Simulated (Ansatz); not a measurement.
Molecule: C4H5, net charge 0, doublet state. It need not be the lowest isomer of its formula. 
Geometry from a B3LYP-D3(BJ)/def2-TZVP (Ansatz, a first-principles code) optimisation:
```xyz
9

C     -0.0023    -0.0132     0.4066
C      0.0043    -0.8071    -0.8379
C      0.0056     0.7071    -0.9042
C     -0.0097     0.0279     1.6874
H     -0.9073    -1.3282    -1.1062
H      0.9184    -1.3292    -1.0957
H      0.9217     1.2083    -1.1922
H     -0.9066     1.2094    -1.2027
H     -0.0138     0.7515     2.4848
```
Charge 0, spin multiplicity 2.

Total electronic energies in hartree. Cores are frozen in the correlated levels unless marked. UHF or UKS for open shells. Spin-orbit coupling is left out. No relativistic terms. CBS marks a two-point X^-3 extrapolation of the correlation energy; Hartree-Fock from the larger set. The bracket is a focal-point correction in the basis named.

The UHF reference is spin-contaminated (<S^2> 0.17 over the pure value in the largest basis). 

| level | program | energy (Eh) |
|---|---|---|
| B3LYP-D4/def2-TZVPD | Ansatz + dftd4 | … |
| PBE0/def2-TZVPD | Ansatz | … |
| BHLYP-D4/def2-TZVPD | Ansatz + dftd4 | … |
| LC-wPBE-D4/def2-TZVPD | Ansatz + dftd4 | -155.23433 |
| RI-MP2/CBS(cc-pVTZ,cc-pVQZ) | Ansatz | -154.9861 |
| SCS-MP2/cc-pVTZ | Ansatz | -154.90499 |
| CCSD/aug-cc-pVDZ | Ansatz | -154.82893 |
| CCSD/cc-pVTZ | Ansatz | -154.95142 |
| RI-MP2/CBS(cc-pVTZ,cc-pVQZ)+[CCSD(T)-MP2]/cc-pVTZ | Ansatz | -155.0586 |

Question: Complete the blanks.

Answer: 
- B3LYP-D4/def2-TZVPD, energy (Eh): -155.35247
- PBE0/def2-TZVPD, energy (Eh): -155.14657
- BHLYP-D4/def2-TZVPD, energy (Eh): -155.24341
